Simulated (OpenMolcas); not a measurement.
**BClO (boron chloride oxide) at 6 levels**

We compute a comparison of 6 runs (HF/STO-3G, B2PLYP/STO-3G, B3LYP/STO-3G, UB3LYP/STO-3G, MP2/STO-3G, ACPF/STO-3G) of BClO (boron chloride oxide). 

The results are computed with OpenMolcas 26.06.

4 further runs of the same task are left out: 1 for a known fault of the program, 3 set aside as unsound or not needed.

## 1. The structure to begin with

The species is BClO (3 atoms), meant as a singlet with charge 0. As SMILES, `O=BCl`. One bond was lengthened or shortened from a relaxed shape.

Bond lengths: O1–B2 1.193 Å, B2–Cl3 2.048 Å. Angles: O1–B2–Cl3 179.9°.

## 2. A single-point energy at HF/STO-3G (run 1)

Contents of input.xyz:

```xyz
3

O      1.330966     0.791043     0.818458
B      0.424486     0.251463     0.260938
Cl    -1.132640    -0.672810    -0.696460
```

Contents of calc.inp:

```
&GATEWAY
  BasLib = $CurrDir
  Coord = input.xyz
  Basis = STO-3G
  Group = NoSym

&SEWARD

&SCF
  Thresholds = 1e-10 1e-07 1e-07 1e-05
  PrOrbitals = 1 1
```

The basis set STO-3G is read from a file made from the Basis Set Exchange's data (not shown).

Started as:

```bash
$ export MOLCAS_MEM=1860
$ pymolcas calc.inp > calc.log
```

The program printed:

```text
--- Start Module: gateway ---
[...]
--- Stop Module: gateway /rc=_RC_ALL_IS_WELL_ ---
--- Start Module: seward ---
[...]
      Basis functions           19
--- Stop Module: seward /rc=_RC_ALL_IS_WELL_ ---
--- Start Module: scf ---
[...]
       Convergence after  11 Iterations
[...]
::    Total SCF energy                               -552.8259825563
[...]
      Total spin, S                                     0.0000000000
[...]
      Total electronic charge=   30.000000
      Total            charge=   -0.000000
[...]
      Dipole Moment (debye):
      Origin of the operator (angstrom)=   -0.2202   -0.1308   -0.1354
                   X=  2.7969E-01               Y=  1.6316E-01               Z=  1.7165E-01           Total=  3.6649E-01
      Quadrupole Moment (debye*angstrom):
[...]
--- Stop Module: scf /rc=_RC_ALL_IS_WELL_ ---
[...]
```

It took 1.6 s on 1 thread of Arm Neoverse V1, shared host; peak memory 0.37 GiB.

## 3. A single-point energy at B2PLYP/STO-3G (run 2)

input.xyz is that of step 2.

Contents of calc.inp:

```
* BClO Kohn-Sham DFT

&GATEWAY
  BasLib
  $CurrDir
  Coord
  input.xyz
  Basis
  STO-3G
  Group
  NoSym

&SEWARD
  GridInput
  Grid=UltraFine
  End of Grid

&SCF
  KSDFT
  B2PLYP_SCF
  Thresholds
  1e-10 1e-07 1e-07 1e-05
  PrOrbitals
  1 1

&MBPT2
  Frozen
  7
```

The basis set STO-3G is read from a file made from the Basis Set Exchange's data (not shown).

Started as:

```bash
$ export MOLCAS_MEM=1860
$ pymolcas calc.inp > calc.log
```

The program printed:

```text
--- Start Module: gateway ---
[...]
--- Stop Module: gateway /rc=_RC_ALL_IS_WELL_ ---
[...]
      Basis functions           19
[...]
--- Start Module: scf ---
[...]
       Convergence after  11 Iterations
[...]
::    Total KS-DFT energy                            -553.6131213309
[...]
      Total spin, S                                     0.0000000000
[...]
      Total electronic charge=   30.000000
      Total            charge=   -0.000000
[...]
      Dipole Moment (debye):
      Origin of the operator (angstrom)=   -0.2202   -0.1308   -0.1354
                   X=  3.3717E-01               Y=  1.9778E-01               Z=  2.0704E-01           Total=  4.4235E-01
      Quadrupole Moment (debye*angstrom):
[...]
--- Stop Module: scf /rc=_RC_ALL_IS_WELL_ ---
[...]
--- Start Module: mbpt2 ---
[...]
 ###    WARNING: MP2 implementation intended for RHF references only         ###
 ###############################################################################
MBPT2 WARNING: Reference function according to RunFile:KS-DFT
I'll assume you know what you're doing and continue
WARNING!
Default frozen orbitals as non valence orbitals is overwritten by user input.
Default values:   7
[...]
       Reference weight ( Cref**2 )         =        0.87404
::    Total MBPT2 energy                             -553.8026301570
[...]
      Total MBPT2 calculations                           0.03      0.04
--- Stop Module: mbpt2 /rc=_RC_ALL_IS_WELL_ ---
[...]
```

Run time: 3.3 s. Hardware: 1 thread of Arm Neoverse V1, shared host; peak memory 0.37 GiB.

## 4. The energy at B3LYP/STO-3G (run 3)

input.xyz is that of step 3.

Contents of calc.inp:

```
>>> EXPORT MOLCAS_PRINT=2

&GATEWAY
  BasLib = $CurrDir
  Coord = input.xyz
  Basis = STO-3G
  Group = NoSym

&SEWARD
  GridInput
  Grid=UltraFine
  End of Grid

&SCF
  KSDFT = B3LYP
  Thresholds = 1e-10 1e-07 1e-07 1e-05
  PrOrbitals = 1 1
```

The basis set STO-3G is read from a file made from the Basis Set Exchange's data (not shown).

Started as:

```bash
$ export MOLCAS_MEM=1860
$ pymolcas calc.inp > calc.log
```

The program printed:

```text
--- Start Module: gateway ---
[...]
--- Stop Module: gateway /rc=_RC_ALL_IS_WELL_ ---
--- Start Module: seward ---
[...]
      Basis functions           19
--- Stop Module: seward /rc=_RC_ALL_IS_WELL_ ---
--- Start Module: scf ---
[...]
       Convergence after  10 Iterations
[...]
::    Total KS-DFT energy                            -553.9425644847
[...]
      Total spin, S                                     0.0000000000
[...]
      Total electronic charge=   30.000000
      Total            charge=   -0.000000
[...]
      Dipole Moment (debye):
      Origin of the operator (angstrom)=   -0.2202   -0.1308   -0.1354
                   X=  3.6321E-01               Y=  2.1360E-01               Z=  2.2310E-01           Total=  4.7678E-01
      Quadrupole Moment (debye*angstrom):
[...]
--- Stop Module: scf /rc=_RC_ALL_IS_WELL_ ---
[...]
```

Wall time 3.3 s (1 thread of Arm Neoverse V1, shared host); peak memory 0.37 GiB.

Runs 4 to 5 aren't shown in full; the table further down has their settings and results.

## 5. The energy at ACPF/STO-3G (run 6)

input.xyz is that of step 4.

Contents of calc.inp:

```
&GATEWAY
 BasLib = $CurrDir
 Coord = input.xyz
 Basis = STO-3G
 Group = NoSym

&SEWARD

&SCF
 Thresholds = 1e-10 1e-07 1e-07 1e-05
 PrOrbitals = 1 1

&MOTRA
 Frozen = 7

&GUGA
 Electrons = 16
 Spin = 1
 Inactive = 8
 Active = 0
 CIAll = 1

&CPF
 ACPF
```

The basis set STO-3G is read from a file made from the Basis Set Exchange's data (not shown).

Started as:

```bash
$ export MOLCAS_MEM=1860
$ pymolcas calc.inp > calc.log
```

The program printed:

```text
--- Start Module: gateway ---
[...]
--- Stop Module: gateway /rc=_RC_ALL_IS_WELL_ ---
[...]
      Basis functions           19
[...]
       Convergence after  11 Iterations
[...]
::    Total SCF energy                               -552.8259825563
[...]
      Total spin, S                                     0.0000000000
[...]
      *** WARNING: Default frozen orbitals is overwritten by user input.
      *** Default values:   7
[...]
--- Start Module: guga ---
[...]
--- Stop Module: guga /rc=_RC_ALL_IS_WELL_ ---
--- Start Module: cpf ---
[...]
      Active orbitals                            0       0
[...]
      Spin quantum number                      0.0
[...]
     FINAL ACPF ENERGY        -552.97708253
     FINAL CORRELATION ENERGY   -0.15109997  REFERENCE ENERGY    -552.82598256
[...]
      Title:  ACPF natural orbitals
[...]
      Total electronic charge=   30.000000
      Total            charge=    0.000000
[...]
      Dipole Moment (debye):
      Origin of the operator (angstrom)=   -0.2202   -0.1308   -0.1354
                   X=  8.5610E-01               Y=  5.0728E-01               Z=  5.2627E-01           Total=  1.1257E+00
      Quadrupole Moment (debye*angstrom):
[...]
--- Stop Module: cpf /rc=_RC_ALL_IS_WELL_ ---
[...]
```

Wall time 1.8 s (1 thread of Arm Neoverse V1, shared host); peak memory 0.37 GiB.

## 6. Overview of the runs

```tsv
run	level	frozen core orbitals	integration grid	energy (Eh)	dipole moment (D) of the reference	HOMO energy (eV)	LUMO energy (eV)	wall time
1	HF/STO-3G	–	–	-552.825983	0.37	-11.22	5.29	1.6 s
2	B2PLYP/STO-3G	7	UltraFine	-553.664289	0.44	-8.88	2.33	3.3 s
3	B3LYP/STO-3G	–	UltraFine	-553.942564	0.48	-7.21	0.36	3.3 s
4	UB3LYP/STO-3G	–	UltraFine	-553.942564	0.48	-7.21	0.36	5.1 s
5	MP2/STO-3G	7	–	-552.962779	0.37	-11.22	5.29	1.7 s
6	ACPF/STO-3G	7	–	-552.977083	0.37	-11.22	5.29	1.8 s
```

## 7. Summary of results

```
                                          quantity          value
                               run 6: total energy  -552.97708 Eh
         run 6: dipole moment (mean-field density)         0.37 D
        run 6: HOMO energy (Hartree–Fock orbitals)      -11.22 eV
        run 6: LUMO energy (Hartree–Fock orbitals)        5.29 eV
      run 6: HOMO–LUMO gap (Hartree–Fock orbitals)       16.50 eV
run 6: correlation energy (7 core orbitals frozen)     -151.1 mEh
```

What this shows: Below the HF energy at the same shape and in the same basis (STO-3G): MP2 -136.8 mEh; ACPF -151.1 mEh. Over runs 1, 2, 3, 4 the dipole moment (its size) runs from 0.37 D (HF/STO-3G) to 0.48 D (B3LYP/STO-3G). Over runs 1, 2, 3, 4 the HOMO–LUMO gap runs from 7.57 eV (B3LYP/STO-3G) to 16.50 eV (HF/STO-3G). Exact exchange widens orbital gaps. For B2PLYP the log adds the whole second-order term; the table takes 0.27 of it, as the functional is defined. Totals of different functionals can't be ranked against each other. In runs 1, 2, 3, 4, 5, 6 the basis is minimal, so the values are rough. All runs together took 17 s, the longest 5.1 s.
